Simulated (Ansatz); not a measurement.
# CHAl (quintet): the correlation ladder, cc-pVTZ

Aim: climb from Hartree-Fock through coupled cluster and multireference methods for CHAl (quintet) at one geometry and basis, and see what each rung misses.

The runs use Ansatz 0.2.0, Gaussian basis; cc-pVTZ, core rule «outside noble gas», up to 6 orbitals frozen.

The runs, in order: UHF; CCSD(T) on ROHF; CCSD(T) on UHF; BCCD(T) on ROHF; CCSDT(Q) on ROHF; CCSDT(Q) on UHF; CASSCF and MRCISD+Q, 8 electrons in 9 orbitals; CASSCF and NEVPT2, 8 electrons in 9 orbitals.

9 further runs of the same task are left out: 5 for a known fault of the program, 4 set aside as unsound or not needed.

### 1 What is computed

The geometry is a PBE0/def2-TZVP stationary point (not a proven minimum) of the parent state, kept for this charge and spin.

3 atoms, charge 0, spin multiplicity 5.

Atoms are counted from 1 here; the program's logs count them from 0.

Bond lengths: Al1–C2 1.916 Å, Al1–H3 1.601 Å. Angles: C2–Al1–H3 180.0°.

As a file:

```tsv
atom	x (Å)	y (Å)	z (Å)
Al1	0.0000	0.0000	0.1051
C2	0.0000	0.0000	-1.8111
H3	0.0000	0.0000	1.7060
```

### 2 UHF

Contents of in.yaml:

```yaml
crystal:
  periodic: [false, false, false]
  atoms:
    - {symbol: Al, position_ang: [0.000000, 0.000000, 0.105100]}
    - {symbol: C, position_ang: [0.000000, 0.000000, -1.811100]}
    - {symbol: H, position_ang: [0.000000, 0.000000, 1.706000]}
basis:
  gaussian: {orbitals: cc-pVTZ}
magnetization: {spin_polarized: true, initial_magnetization: 4}
hamiltonian: {xc: hf}
output: {orbitals: {seedname: orbitals}}
```

Started as:

```
$ ansatz run in.yaml --threads 1 --pin off --events-out ev --progress --plain --max-ram 4096MiB --backend cpu
```

The runs that follow: CCSD(T) on ROHF; CCSD(T) on UHF; BCCD(T) on ROHF; CCSDT(Q) on ROHF; CCSDT(Q) on UHF; CASSCF and MRCISD+Q, 8 electrons in 9 orbitals; CASSCF and NEVPT2, 8 electrons in 9 orbitals.

Q: Predict the results of all the runs planned. Wanted: UCCSDT(Q) below the RHF energy; RMP2 from UCCSDT(Q); UMP2 from UCCSDT(Q); RCCSD from UCCSDT(Q); RCCSD(T) from UCCSDT(Q); UCCSD(T) from UCCSDT(Q); RCCSDT(Q) from UCCSDT(Q); NEVPT2 valence from UCCSDT(Q); MRCISD+Q valence from UCCSDT(Q).

The runs gave:

| quantity | value |
| --- | --- |
| UCCSDT(Q) below the RHF energy | -4.7013 eV |
| RMP2 from UCCSDT(Q) | +96.8 kJ/mol |
| UMP2 from UCCSDT(Q) | +96.1 kJ/mol |
| RCCSD from UCCSDT(Q) | +22.1 kJ/mol |
| RCCSD(T) from UCCSDT(Q) | +4.4 kJ/mol |
| UCCSD(T) from UCCSDT(Q) | +4.2 kJ/mol |
| RCCSDT(Q) from UCCSDT(Q) | +0.2 kJ/mol |
| NEVPT2 valence from UCCSDT(Q) | +91.9 kJ/mol |
| MRCISD+Q valence from UCCSDT(Q) | +16.0 kJ/mol |
| levels within 1 kcal/mol (43 meV) | RCCSDT, UCCSDT, RCCSDT(Q) |
| T1 diagnostic | 0.032 |
| effectively unpaired electrons | 4.02 |

In words: RCCSD(T) misses by +4.4 kJ/mol, 1.0 % of the correlation energy. One determinant dominates. Of the multireference levels listed MRCISD+Q valence comes nearest in total energy (+16.0 kJ/mol), which doesn't show that its space is the better one. Coupled cluster took another determinant than the lowest Hartree-Fock one. These misses are within one basis, not against nature; the frozen cores of restricted and unrestricted runs differ, which can shift their rows.
